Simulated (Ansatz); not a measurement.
Relaxation of AlH4NO (7 atoms, charge 0, multiplicity 1), to a largest force component of 0.02 eV/Å in at most 40 steps.

Computed with RKS PBE-D4/6-31G in Ansatz 0.2.0.

```xyz
7
Properties=species:S:1:pos:R:3:forces:R:3
Al 0.000 0.000 0.000 -0.12 0.32 2.24
N 0.000 0.000 1.920 -0.07 -0.11 -1.25
H -0.877 -0.271 2.450 1.62 0.68 -0.32
H 0.877 0.271 2.450 -1.60 -0.62 -0.41
H 1.351 0.000 -0.780 0.55 0.14 -0.26
O -1.542 0.000 -0.890 -0.30 -1.37 0.50
H -2.051 -0.847 -0.681 -0.09 0.95 -0.50
```

Question: Where does it end, and by what steps?

Answer: The forces met the threshold. Limits of this set-up: no polarisation functions. After 8 steps the energy has fallen by 0.530 eV; O6 moved furthest, 0.43 Å.

| step | energy less start (eV) | largest force component (eV/Å) | accepted |
| --- | --- | --- | --- |
| 0 | 0.0000 | 2.239 | yes |
| 1 | -0.3124 | 1.223 | yes |
| 2 | -0.4052 | 0.899 | yes |
| 3 | -0.4664 | 0.417 | yes |
| 4 | -0.5101 | 0.379 | yes |
| 5 | -0.5251 | 0.563 | yes |
| 6 | -0.5293 | 0.097 | yes |
| 7 | -0.5295 | 0.076 | yes |
| 8 | -0.5300 | 0.005 | yes |

```xyz
7
Properties=species:S:1:pos:R:3
Al 0.027 -0.060 0.067
N 0.012 -0.016 1.869
H -0.796 -0.178 2.468
H 0.850 0.184 2.415
H 1.384 0.219 -0.731
O -1.390 -0.398 -0.878
H -2.328 -0.598 -0.741
```

The run took 12 s on 1 thread of Arm Neoverse V2, with other jobs on the host, peak memory 0.12 GiB.
